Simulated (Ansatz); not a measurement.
# H₂B–Al, singlet: the ladder up to full CI

Geometry: a point of a breathe scan, not a stationary point.

```yaml
atoms:
  - { symbol: B, position_ang: [0.0000, 0.0000, 2.9963] }
  - { symbol: Al, position_ang: [0.0000, 0.0000, -1.5249] }
  - { symbol: H, position_ang: [0.0000, 2.0280, 4.3416] }
  - { symbol: H, position_ang: [0.0000, -2.0280, 4.3416] }
```

Basis 6-31G; Ansatz 0.2.0. Only valence electrons are correlated (noble-gas cores frozen), which leaves 8 electrons in 20 orbitals. Prefix R: restricted or restricted open-shell reference; prefix U: unrestricted. Active spaces: valence = (8e, 10o) chosen from the atoms' valence shells; pair = (2e, 2o) about the gap.

Full CI is exact within this basis and frozen core; it isn't the basis-set limit. The frozen core follows each run's orbitals, which can shift R against U totals by a few meV.

Unrestricted rows (U) aren't spin-pure: their determinants' ⟨S²⟩ exceeds S(S+1) by up to 1.80, so they mix in states of higher spin.

```
UHF ⟨S²⟩                          : 1.802
T1 diagnostic (RCCSD)             : 0.1463
largest doubles amplitude (RCCSD) : 0.605
```

```json
{"level": "RHF", "E − E(full CI) (kcal/mol)": "135.63", "share of correlation (%)": "0.00", "wall time": "–"}
{"level": "UHF", "E − E(full CI) (kcal/mol)": "62.97", "share of correlation (%)": "53.57", "wall time": "–"}
{"level": "RMP2", "E − E(full CI) (kcal/mol)": "65.19", "share of correlation (%)": "51.93", "wall time": "–"}
{"level": "UMP2", "E − E(full CI) (kcal/mol)": "35.82", "share of correlation (%)": "73.59", "wall time": "–"}
{"level": "CISD", "E − E(full CI) (kcal/mol)": "39.45", "share of correlation (%)": "70.91", "wall time": "0.45 s"}
{"level": "RCCSD*", "E − E(full CI) (kcal/mol)": "14.13", "share of correlation (%)": "89.58", "wall time": "–"}
{"level": "UCCSD*", "E − E(full CI) (kcal/mol)": "4.13", "share of correlation (%)": "96.96", "wall time": "–"}
{"level": "RCCSD(T)*", "E − E(full CI) (kcal/mol)": "-2.31", "share of correlation (%)": "101.70", "wall time": "2 s"}
{"level": "UCCSD(T)*", "E − E(full CI) (kcal/mol)": "2.57", "share of correlation (%)": "98.11", "wall time": "9 s"}
{"level": "BCCD(T)*", "E − E(full CI) (kcal/mol)": "-1.72", "share of correlation (%)": "101.27", "wall time": "1.5 s"}
{"level": "RCCSDT*", "E − E(full CI) (kcal/mol)": "0.27", "share of correlation (%)": "99.80", "wall time": "–"}
{"level": "UCCSDT", "E − E(full CI) (kcal/mol)": "1.10", "share of correlation (%)": "99.19", "wall time": "–"}
{"level": "RCCSDT(Q)*", "E − E(full CI) (kcal/mol)": "-1.19", "share of correlation (%)": "100.88", "wall time": "2.5 s"}
{"level": "UCCSDT(Q)", "E − E(full CI) (kcal/mol)": "0.93", "share of correlation (%)": "99.31", "wall time": "14 s"}
{"level": "RCCSDTQ*", "E − E(full CI) (kcal/mol)": "-0.09", "share of correlation (%)": "100.07", "wall time": "34 s"}
{"level": "CASSCF (valence space)", "E − E(full CI) (kcal/mol)": "11.61", "share of correlation (%)": "91.44", "wall time": "–"}
{"level": "NEVPT2 (valence space)", "E − E(full CI) (kcal/mol)": "4.28", "share of correlation (%)": "96.84", "wall time": "12 s"}
{"level": "MRCISD (valence space)", "E − E(full CI) (kcal/mol)": "0.42", "share of correlation (%)": "99.69", "wall time": "–"}
{"level": "MRCISD+Q (valence space)", "E − E(full CI) (kcal/mol)": "0.23", "share of correlation (%)": "99.83", "wall time": "14 s"}
```

An asterisk marks runs whose energy the program itself flagged as in doubt.

The correlation energy at full CI, counted from RHF, is -5.881 eV. That run took 1.9 min on 1 thread of Intel Xeon Platinum 8375C, shared host over 5,884,777 determinants.

Run but not shown, since their state or frozen core can't be matched to the reference's or they repeat it: CASSCF (pair space), NEVPT2 (pair space), MRCISD (pair space), MRCISD+Q (pair space).

Times hold each run's SCF and search for its determinant on a shared host, so for small cases they say little of a method's own cost; they ran on 1 thread of Intel Xeon Platinum 8375C.

More than 5 meV below full CI, which no variational method can be: RCCSD(T), BCCD(T), RCCSDT(Q).

The full-CI state has the irrep A1 of C2v, in the program's axes.

Natural occupations of full CI about the gap: 1.905 1.880 1.629 1.302 0.719 0.244 0.157 0.051 0.045 0.041; effectively unpaired electrons, Σ n²(2−n)², 2.41. No single determinant describes this state well, so single-reference rows can miss without a flag.
